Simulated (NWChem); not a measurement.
# UMP2/6-311+G(d,p) run of doublet C2H4Si+

Wanted: the energy of doublet C2H4Si+. 

The calculation is run with NWChem 7.3.0.

**1. The molecule**

C2H4Si+ has 7 atoms, charge +1, and is taken as a doublet. As SMILES of the parent species, `C#C[SiH3]`. The coordinates come from a PBE0-D4/def2-TZVP relaxation. That shape belongs to the parent species and isn't relaxed for this state.

Bond lengths: C1–C2 1.206 Å, C2–Si3 1.823 Å, C1–H4 1.066 Å, Si3–H5 1.483 Å, Si3–H6 1.483 Å, Si3–H7 1.483 Å. Angles: C1–C2–Si3 180.0°, C2–C1–H4 180.0°, C2–Si3–H5 109.3°, C2–Si3–H6 109.3°, C2–Si3–H7 109.3°, H5–Si3–H6 109.6°, H5–Si3–H7 109.6°, H6–Si3–H7 109.6°.

**2. The energy at UMP2/6-311+G(d,p)**

c2h4si.nw

```
start c2h4si
title "C2H4Si"
memory stack 880 mb heap 220 mb global 1100 mb
charge 1

geometry units angstroms noautosym nocenter noautoz
   C     -0.580700    -1.871400     0.172200
   C     -0.218500    -0.726500     0.062400
   Si     0.329800     1.004300    -0.103800
   H     -0.901000    -2.883500     0.269300
   H     -0.094500     1.528300    -1.425000
   H     -0.281700     1.818100     0.974900
   H      1.807900     1.062900     0.004400
end

basis spherical bse
   * library 6-311+G**
end

scf
   doublet
   uhf
   thresh 1e-08
   maxiter 80
end

mp2
   freeze core 7
   tight
end

task mp2
```

Started as:

```sh
$ nwchem c2h4si.nw > c2h4si.out
```

Q: Predict the results. Wanted: total energy; HOMO energy; LUMO energy; correlation energy; ⟨S²⟩ of the reference determinant.

**Answer.** As computed:

Level: UMP2/6-311+G**, 7 core orbitals frozen.

| quantity | value |
| --- | --- |
| total energy | -366.92485 Eh |
| HOMO energy (Hartree–Fock orbitals) (highest over α and β) | -17.94 eV |
| LUMO energy (Hartree–Fock orbitals) (lowest over α and β) | -8.14 eV |
| correlation energy (7 core orbitals frozen) | -313.5 mEh |
| ⟨S²⟩ of the reference determinant | 0.755 |
